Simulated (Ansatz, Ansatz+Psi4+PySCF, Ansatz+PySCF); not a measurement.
```xyz
5

C    -0.0039    1.1102    0.0000
S    -0.0039   -0.7086    0.0000
H     1.0433    1.4311    0.0000
H    -0.4792    1.5124    0.8952
H    -0.4792    1.5124   -0.8952
```

Basis set: cc-pVTZ on H, C; cc-pV(T+d)Z on S (spherical functions). Left uncorrelated: 6 orbitals. Correlation on ROHF uses semicanonical orbitals with singles. Charge 0, multiplicity 2.

Computed with Ansatz (development build ahead of 0.2.0); each method stands on the lowest determinant of its kind that the runs found.

(1) Give the atomization energy at this shape (free ground-state atoms in the same class of orbitals less the molecule, no zero-point energy) of doublet CH3S by ROHF-CCSD(T), ROHF-MP2, ROHF, UHF.

## Answers

(1)

```tsv
method	atomization energy
ROHF-CCSD(T)	372.27 kcal/mol
ROHF-MP2	373.06 kcal/mol
ROHF	287.28 kcal/mol
UHF	284.24 kcal/mol
```
